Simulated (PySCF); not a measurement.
**One shape, several levels: SiHF (SMILES F[SiH])**

We compute a comparison of 4 runs (B3LYP/STO-6G, UPBE0/STO-6G, wB97X-V/STO-6G, CCSDTQ/STO-6G) of SiHF. 

The results are computed with PySCF 2.14.0.

9 further runs of the same task are left out: 9 set aside as unsound or not needed.

**1. The molecule**

SiHF has 3 atoms, charge 0, and is taken as a singlet. As SMILES, `F[SiH]`. The Si2–H3 distance was set to 1.849 Å, away from the relaxed value.

Bond lengths: F1–Si2 1.612 Å. A long bond or contact: Si2–H3 1.849 Å.

**2. A single-point energy at B3LYP/STO-6G (run 1)**

input.py reads:

```python
from pyscf import gto, dft

mol = gto.Mole()
mol.atom = [
    ('F', (-1.231338, 0.294034, -0.650606)),
    ('Si', (0.045662, 0.899034, 0.125494)),
    ('H', (0.892400, -0.718600, 0.415300)),
]
mol.max_memory = 1860
mol.basis = 'sto-6g'
mol.verbose = 3
mol.charge = 0
mol.build()

mf = dft.RKS(mol, xc='b3lyp')
mf.grids.level = 5
mf.conv_tol = 1e-10
mf.kernel()
if not mf.converged:
    mf = mf.newton().run(mf.mo_coeff, mf.mo_occ)

e_final = mf.e_tot
print('Final energy', e_final)
```

Launch:

```
OMP_NUM_THREADS=1 python input.py
```

The program printed:

```text
converged SCF energy = -388.274687661199
Final energy -388.27468766119915
```

Wall time 3.6 s (1 thread of Arm Neoverse N1, shared host); peak memory 0.17 GiB.

**3. A single-point energy at UPBE0/STO-6G (run 2)**

job.py reads:

```python
from pyscf import gto, dft

molecule = gto.M(
    atom='''
F     -2.326892     0.555644    -1.229467
Si     0.086289     1.698928     0.237149
H      1.686392    -1.357957     0.784803
''',
    charge=0,
    basis='sto-6g',
    max_memory=1860,
    unit='bohr',
    verbose=3,
    spin=0,
)

mf = dft.UKS(molecule, xc='pbe0')
mf.conv_tol = 1e-10
mf.grids.level = 5
mf.kernel()
if not mf.converged:
    mf = mf.newton().run(mf.mo_coeff, mf.mo_occ)
for _ in range(3):
    mo, _, stable, _ = mf.stability(return_status=True)
    if stable:
        break
    mf.kernel(mf.make_rdm1(mo, mf.mo_occ))

energy = mf.e_tot
print('Final energy', energy)
```

Launch:

```
OMP_NUM_THREADS=1 python job.py
```

The program printed:

```text
converged SCF energy = -388.066248725724  <S^2> = 4.1406878e-11  2S+1 = 1
<class 'pyscf.dft.uks.UKS'> wavefunction is stable in the internal stability analysis
Final energy -388.06624872572434
```

Run time: 11 s. Hardware: 1 thread of Arm Neoverse N1, shared host; peak memory 0.32 GiB.

Run 3 isn't shown in full; the table further down has it.

**4. The energy at CCSDTQ/STO-6G (run 4)**

calc.py reads:

```python
from pyscf import gto, scf, cc

system = gto.M(
    atom='''
F       -1.231338       0.294034      -0.650606
Si       0.045662       0.899034       0.125494
H        0.892400      -0.718600       0.415300
''',
    max_memory=1860,
    basis='sto-6g',
    verbose=3,
)

mf = scf.RHF(system)
mf.conv_tol = 1e-10
mf.kernel()
if not mf.converged:
    mf = mf.newton().run(mf.mo_coeff, mf.mo_occ)

mycc = cc.CCSDTQ(mf, frozen=6)
mycc.kernel()
e_final = mycc.e_tot
print('Final energy', e_final)
```

Launch:

```
OMP_NUM_THREADS=1 python calc.py
```

The program printed:

```text
converged SCF energy = -387.338027866431
_make_eris_incore_RCCSDTQ

WARN: A large `blksize` is being used, which may cause large memory consumption
      for storing contraction intermediates. If memory is sufficient, consider using
      `pyscf.cc.rccsdtq_highm.RCCSDTQ` instead.

RCCSDTQ converged
E(RCCSDTQ) = -387.4259766505159   E_corr = -0.08794878408470147
E_corr(same-spin) = -0.0108770527793479
E_corr(oppo-spin) = -0.0770717313053536
Final energy -387.4259766505159
```

Run time: 4.5 s. Hardware: 1 thread of Arm Neoverse N1, shared host; peak memory 0.11 GiB.

**5. Overview of the runs**

```csv
run,level,follow instability,nlc grid,energy (Eh),dipole moment (D) of the reference,HOMO energy (eV),LUMO energy (eV),wall time
1,B3LYP/STO-6G,–,–,-388.274688,1.09,-2.92,1.63,3.6 s
2,UPBE0/STO-6G,yes,–,-388.066249,1.00,-3.11,1.87,11 s
3,wB97X-V/STO-6G,–,1,-388.197058,1.02,-5.39,4.39,17 s
4,CCSDTQ/STO-6G,–,–,-387.425977,1.24,-6.11,6.03,4.5 s
```

**6. Outcome**

| quantity | value |
| --- | --- |
| run 4: total energy | -387.42598 Eh |
| run 4: dipole moment (Hartree–Fock density) | 1.24 D |
| run 4: HOMO energy (Hartree–Fock orbitals) | -6.11 eV |
| run 4: LUMO energy (Hartree–Fock orbitals) | 6.03 eV |
| run 4: HOMO–LUMO gap (Hartree–Fock orbitals) | 12.14 eV |
| run 4: correlation energy (6 core orbitals frozen) | -87.9 mEh |
| run 4: T1 diagnostic | 0.024 |

**Reading.** Over runs 1, 2, 3 the dipole moment (its size) runs from 1.00 D (UPBE0/STO-6G) to 1.09 D (B3LYP/STO-6G). Over runs 1, 2, 3 the HOMO–LUMO gap runs from 4.55 eV (B3LYP/STO-6G) to 9.78 eV (wB97X-V/STO-6G). Totals of different functionals can't be ranked against each other. In runs 1, 2, 3, 4 the basis is minimal, so the values are rough. All runs together took 36 s, the longest 17 s.
